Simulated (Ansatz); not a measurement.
Geometry optimisation, RKS BLYP/def2-SVP (Ansatz).

The input (input.yaml):

```yaml
crystal:
  periodic: [false, false, false]
  atoms:
    - { symbol: C, position_ang: [-0.5457, 0.6636, -0.1889] }
    - { symbol: S, position_ang: [0.7458, 0.3664, 0.9555] }
    - { symbol: C, position_ang: [1.0654, -1.2026, 0.4357] }
    - { symbol: "N", position_ang: [1.3961, -2.2716, 0.0837] }
    - { symbol: H, position_ang: [-0.2383, 0.6356, -1.2513] }
    - { symbol: H, position_ang: [-0.972, 1.7358, -0.0295] }
    - { symbol: H, position_ang: [-1.3901, 0.0047, -0.051] }
basis:
  gaussian: { orbitals: def2-SVP }
hamiltonian:
  xc: blyp
relax:
  f_tol: 0.02
  max_steps: 50
```

Launched with:

```bash
$ ansatz run input.yaml --threads 1 --pin off --max-ram 2048MiB --backend cpu --events-out ev --progress --plain --runs-dir out
```

Problem. Where does it end, and by what steps?

Solution. The forces met the threshold. After 4 steps the energy has fallen by 0.232 eV; N4 moved furthest, 0.12 Å.

| step | energy less start (eV) | largest force component (eV/Å) | accepted |
| --- | --- | --- | --- |
| 0 | 0.0000 | 2.772 | yes |
| 1 | -0.1743 | 1.095 | yes |
| 2 | -0.2208 | 0.398 | yes |
| 3 | -0.2276 | 0.228 | yes |
| 4 | -0.2316 | 0.017 | yes |

```xyz
7
Properties=species:S:1:pos:R:3
C -0.628 0.723 -0.237
S 0.762 0.340 0.933
C 1.149 -1.251 0.449
N 1.461 -2.348 0.151
H -0.274 0.693 -1.283
H -0.941 1.751 0.024
H -1.469 0.024 -0.083
```

Whether the end is a true minimum wasn't checked by a vibrational analysis.

Time of the run: 14 s on 1 thread of Intel(R) Xeon(R) Processor @ 2.70GHz, with other jobs on the host, peak memory 0.14 GiB.
